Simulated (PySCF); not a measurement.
Estimate the missing entries of this data sheet.

Species: C5H9N.
InChI=1S/C5H9N/c1-4(2)5-3-6-5/h3-5H,1-2H3/t5-/m1/s1

Conformer (atom-mapped SMILES and torsion angles): `[CH3:1][CH:2]([CH3:3])[C@H:4]1[CH:5]=[N:6]1`: C1–C2–C4–C5 -138°.

```json
{"property": "point group", "level": "PBE0-D3(BJ)/def2-SVP", "value": "C1"}
{"property": "rotational constants A, B, C", "level": "PBE0-D3(BJ)/def2-SVP", "value": "?"}
{"property": "dipole moment", "level": "PBE0/pcSseg-1", "value": "?"}
{"property": "HOMO energy", "level": "PBE0/pcSseg-1", "value": "?"}
{"property": "LUMO energy", "level": "PBE0/pcSseg-1", "value": "?"}
{"property": "13C chemical shifts (computed TMS as zero) by class", "level": "GIAO PBE0/pcSseg-1", "value": "180.2 (1 C), 37.9 (1 C), 35.3 (1 C), 21.5 (1 C), 21.2 (1 C) ppm"}
{"property": "1H chemical shifts (computed TMS as zero) by class", "level": "GIAO PBE0/pcSseg-1", "value": "10.35 (1 H), 1.23 (3 H), 1.15 (1 H), 0.98 (3 H), 0.29 (1 H) ppm"}
{"property": "isotropic shieldings of nuclei other than C and H, by class", "level": "GIAO PBE0/pcSseg-1", "value": "?"}
{"property": "largest of the computed one-bond spin–spin couplings (means over like bonds)", "level": "B3LYP/pcJ-1, spin–dipole term left out", "value": "?"}
```

Electronic properties: PySCF, gas phase, density fitting. NMR classes are plain means over equivalent atoms (diastereotopic ones count apart unless rotation or inversion swaps them), as if these changed places fast; in this geometry the members of some classes differ.

(1) The rotational constants A, B, C?

(2) The dipole moment?

(3) What are the isotropic shieldings of nuclei other than C and H, by class?

(4) The HOMO energy?

(5) The largest of the computed one-bond spin–spin couplings (means over like bonds)?

(6) What is the LUMO energy?

Results:

(1) 6.453, 2.680, 2.072 GHz.

(2) 2.13 D.

(3) -102 (1 N) ppm.

(4) -7.61 eV.

(5) 13C–1H +248.7, 13C–1H +180.4, 13C–1H +132.8 (×3), 13C–1H +132.1 (×3), 13C–1H +131.6, 13C–13C +47.9, 13C–13C +36.2, 13C–13C +36.1 Hz.

(6) -0.46 eV.

The rotational constants make it an asymmetric top with κ = (2B − A − C)/(A − C) = -0.72, nearer the prolate limit (−1). With B = h/(8π²I), that is 505.379 GHz u Å² over I, the principal moments of inertia are 78.3, 188.6 and 243.9 u Å² (most abundant isotopes). In atomic units the dipole is 0.84 e·bohr (1 au = 2.5417 D).

For the geometry optimisation (PBE0-D3(BJ)/def2-SVP), on one thread of an Arm Neoverse V1, no GPU, shared host, this took 43 s.

One conformer stands for the species.
